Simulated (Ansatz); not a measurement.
Molecule: C4H3N2, net charge 0, doublet state. It need not be the lowest isomer of its formula. 
Coordinates optimised at B3LYP-D3(BJ)/def2-TZVP (Ansatz, a first-principles code):
SMILES: c1cn[c]cn1
```xyz
9

C      0.9058    -1.0165    -0.0294
C      1.3400     0.3104    -0.0650
N      0.4288     1.2779    -0.0348
C     -0.8580     0.9288     0.0282
C     -1.2596    -0.3985     0.0623
N     -0.3238    -1.3601     0.0309
H      2.3832     0.5905    -0.1160
H     -1.5871     1.7302     0.0521
H     -2.3009    -0.6904     0.1134
```
Charge 0, spin multiplicity 2.

Atomisation energy built up term by term with Ansatz (kcal/mol; UHF references for open shells; valence terms freeze the core; atomic spin-orbit terms are left out). CBS marks a two-point X^-3 extrapolation of the correlation energy; Hartree-Fock from the larger set.

The UHF reference is spin-contaminated (<S^2> 0.63 over the pure value in the largest basis). The T1 diagnostic of CCSD in the largest basis is 0.052, which is high, so the coupled-cluster rows are less sure than usual.

```
term                                          basis  kcal/mol
-----------------------  --------------------------  --------
Hartree-Fock                                cc-pVQZ    669.66
CCSD correlation               CBS(cc-pVTZ,cc-pVQZ)    285.25
(T)                            CBS(cc-pVTZ,cc-pVQZ)     29.81
core correlation                          cc-pwCVTZ      5.51
scalar relativity (X2C)  cc-pVTZ-DK against cc-pVTZ     -1.03
sum: De                                                 989.2
```

(T) makes 3.0 % of the CCSD(T) atomisation energy; under 5 % is typical of single-reference molecules.
